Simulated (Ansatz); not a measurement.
# CH₄OSi, SMILES O=C[SiH3]: a nudged elastic band for an internal rotation

Computed with the Ansatz DFT code, driven from Python.

Run as a notebook:

**Cell 1**
```python
import ansatz as az
import numpy as np
```

**Cell 2**
```python
BASIS_SET = "6-31G*"
FUNCTIONAL = "pbe0"
```

**Cell 3**
```python
GEOMETRY = """
O    -1.78010   -0.94240   -0.28790
C    -0.64880   -0.96060    0.00370
Si    0.36040    0.59530   -0.02260
H    -0.06430   -1.88020    0.28960
H     0.47590    1.20760   -1.37740
H    -0.10010    1.63440    0.95130
H     1.81820    0.27790    0.39770
"""
```

**Cell 4**
```python
system = az.Crystal.molecule()
for line in GEOMETRY.strip().splitlines():
    symbol, *xyz = line.split()
    system = system.atom(symbol, [float(v) for v in xyz])
```

**Cell 5**
```python
model = (
    system.calculation()
    .basis(gaussian=BASIS_SET)
    .functional(FUNCTIONAL)
)
symbols = [site.symbol for site in system.cartesian_sites]
start = np.array([site.position_ang for site in system.cartesian_sites], dtype=float)
report = model.relax(force_tolerance=0.005, max_steps=100).run(threads=1).report
end = np.array(report["positions_ang"])
```

**Cell 6**
```python
first, second, third = [4, 5, 6]
turned = end.copy()
turned[[first, second, third]] = end[[second, third, first]]
listed = lambda xyz: [{"symbol": s, "position_ang": p.tolist()} for s, p in zip(symbols, xyz)]
deck = model.input().to_dict()
deck["crystal"]["atoms"] = listed(end)
deck["neb"] = {"final_atoms": listed(turned), "images": 3, "initial_path": "idpp", "f_tol": 0.03, "max_iterations": 40}
rounds = []
band = az.Session.from_dict(deck).plan().execute(on_event=lambda e: rounds.append(e["data"]) if e["event"] == "neb_iteration" else None)
for each in rounds:
    print(f"round {each['iteration']:2d}  largest band force {each['band_force_max_ev_ang']:.4f} eV/A")
images = rounds[-1]["images"]
for image in images:
    print(f"s = {image['path_coordinate_ang']:6.3f} A   {96.485332 * (image['lagrangian_ev'] - images[0]['lagrangian_ev']):8.3f} kJ/mol")
```
Output:
```text
round  1  largest band force 0.8977 eV/A
round  2  largest band force 0.5706 eV/A
round  3  largest band force 3.0419 eV/A
round  4  largest band force 0.9295 eV/A
round  5  largest band force 0.1689 eV/A
round  6  largest band force 0.0646 eV/A
round  7  largest band force 0.0481 eV/A
round  8  largest band force 0.0280 eV/A
s =  0.000 A      0.000 kJ/mol
s =  0.646 A     -0.066 kJ/mol
s =  1.292 A     -0.142 kJ/mol
s =  1.938 A     -0.026 kJ/mol
s =  2.568 A     -0.000 kJ/mol
```

The energies are electronic: no zero-point or thermal terms, and the basis set is short of its limit. Finished in 98 s on 1 thread of Arm Neoverse V1 (shared host), peak memory 0.2 GiB.
